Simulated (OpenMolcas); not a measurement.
**Worked example: vertical ionisation energy of CH3NO2 (SMILES NC(=O)O)**

The species is CH3NO2 (7 atoms), meant as a singlet with charge 0. SMILES: `NC(=O)O`. Geometry: relaxed at GFN2-xTB. This is one conformer, not always the lowest.

Both states at this one shape; open shells run unrestricted unless said. 1 Eh = 27.2114 eV.

| level | program | singlet CH3NO2 (Eh) | doublet [CH3NO2]+ (Eh) | HOMO of the first (eV) |
| --- | --- | --- | --- | --- |
| HF/def2-SVPD | OpenMolcas | -243.660666 | -243.307965 | -11.90 |
| PBE/def2-SVPD | OpenMolcas | -244.726132 | -244.340275 | -6.50 |
| revPBE/def2-SVPD | OpenMolcas | -244.918313 | -244.527844 | -6.43 |
| TPSS/def2-SVPD | OpenMolcas | -245.012025 | -244.629091 | -6.56 |

Q: Work out the vertical ionisation energy at each level.

A: 
1. HF/def2-SVPD: -243.307965 − (-243.660666) = 0.352701 Eh = 9.60 eV; −ε(HOMO) = 11.90 eV.
2. PBE/def2-SVPD: -244.340275 − (-244.726132) = 0.385857 Eh = 10.50 eV; −ε(HOMO) = 6.50 eV.
3. revPBE/def2-SVPD: -244.527844 − (-244.918313) = 0.390469 Eh = 10.63 eV; −ε(HOMO) = 6.43 eV.
4. TPSS/def2-SVPD: -244.629091 − (-245.012025) = 0.382934 Eh = 10.42 eV; −ε(HOMO) = 6.56 eV.

No measured value is set beside it here; the levels span 9.60 to 10.63 eV. In Hartree–Fock, −ε(HOMO) (Koopmans) exceeds the difference of totals by the orbital relaxation of the ion. In semi-local functionals −ε(HOMO) lies far under the ionisation energy, a result of self-interaction, while the difference of totals does much better. Hartree–Fock favours the state with fewer electron pairs, since it lacks pair correlation. The second state is spin-contaminated at HF/def2-SVPD (⟨S²⟩ = 0.96).
